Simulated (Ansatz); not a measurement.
# B2H (quartet): from Hartree-Fock to the top rungs, cc-pVDZ

Aim: climb from Hartree-Fock through coupled cluster and multireference methods for B2H (quartet) at one geometry and basis, and see what each rung misses.

The runs use Ansatz 0.2.0, Gaussian basis; cc-pVDZ, core rule «outside noble gas», up to 2 orbitals frozen.

The runs, in order: UHF; CCSD(T) on ROHF; CCSD(T) on UHF; BCCD(T) on ROHF; CISD; CCSDT(Q) on ROHF; CCSDT(Q) on UHF; CISDTQ; CCSDTQ on ROHF; CCSDTQ on UHF; CASSCF and MRCISD+Q, 7 electrons in 9 orbitals; CASSCF and MRCISD+Q(relaxed), 7 electrons in 9 orbitals; CASSCF and NEVPT2, 7 electrons in 9 orbitals; Full CI.

10 further runs of the same task are left out: 4 for a known fault of the program, 1 that didn't finish, 5 set aside as unsound or not needed.

## Step 1: The system

The geometry is a PBE0/def2-TZVP stationary point (not a proven minimum).

3 atoms, charge 0, spin multiplicity 4.

Atoms are counted from 1 here; the program's logs count them from 0.

Bond lengths: B1–B2 1.520 Å, B1–H3 1.178 Å. Angles: B2–B1–H3 180.0°.

Coordinates:

```xyz
3
charge 0, multiplicity 4
B     0.0000    0.0000    0.1141
B     0.0000    0.0000   -1.4064
H     0.0000    0.0000    1.2923
```

## Step 2: UHF

Input file in.yaml:

```yaml
crystal:
  periodic: [false, false, false]
  atoms:
    - {symbol: B, position_ang: [0.000000, 0.000000, 0.114060]}
    - {symbol: B, position_ang: [0.000000, 0.000000, -1.406367]}
    - {symbol: H, position_ang: [0.000000, 0.000000, 1.292307]}
basis:
  gaussian: {orbitals: cc-pVDZ}
magnetization: {spin_polarized: true, initial_magnetization: 3}
hamiltonian: {xc: hf}
output: {orbitals: {seedname: orbitals}}
```

Run with:

```console
ansatz run in.yaml --threads 1 --pin off --events-out ev --progress --plain --max-ram 4096MiB --backend cpu
```

Further steps of the session: CCSD(T) on ROHF; CCSD(T) on UHF; BCCD(T) on ROHF; CISD; CCSDT(Q) on ROHF; CCSDT(Q) on UHF; CISDTQ; CCSDTQ on ROHF; CCSDTQ on UHF; CASSCF and MRCISD+Q, 7 electrons in 9 orbitals; CASSCF and MRCISD+Q(relaxed), 7 electrons in 9 orbitals; CASSCF and NEVPT2, 7 electrons in 9 orbitals; Full CI.

**Question.** What will the summary of the whole plan be? Wanted: FCI below the RHF energy; RMP2 from FCI; UMP2 from FCI; RCCSD from FCI; RCCSD(T) from FCI; UCCSD(T) from FCI; RCCSDT(Q) from FCI; UCCSDT(Q) from FCI; NEVPT2 valence from FCI.

**Answer**, as computed:

| quantity | value |
| --- | --- |
| FCI below the RHF energy | -3.6098 eV |
| RMP2 from FCI | +835.4 meV |
| UMP2 from FCI | +837.1 meV |
| RCCSD from FCI | +145.9 meV |
| RCCSD(T) from FCI | +35.4 meV |
| UCCSD(T) from FCI | +34.9 meV |
| RCCSDT(Q) from FCI | +1.1 meV |
| UCCSDT(Q) from FCI | +0.6 meV |
| NEVPT2 valence from FCI | +535.7 meV |
| MRCISD+Q valence from FCI | +1.3 meV |
| MRCISD+Q(relaxed) valence from FCI | -18.8 meV |
| levels within 1 kcal/mol (43 meV) | RCCSD(T), UCCSD(T), BCCD(T), RCCSDT, UCCSDT, CISDTQ, RCCSDT(Q), UCCSDT(Q), RCCSDTQ, UCCSDTQ, MRCISD+Q valence, MRCISD+Q(relaxed) valence |
| T1 diagnostic | 0.023 |
| effectively unpaired electrons | 3.03 |

What this shows: RCCSD(T) lands +35.4 meV from the yardstick (1.0 % of the correlation energy). MRCISD+Q(relaxed) valence falls below full CI: the +Q correction isn't variational, and the cores differ from full CI's. One determinant dominates. Of the multireference levels listed MRCISD+Q valence comes nearest in total energy (+1.3 meV), which doesn't show that its space is the better one. These misses are within one basis, not against nature; the frozen cores of restricted and unrestricted runs differ, which can shift their rows.
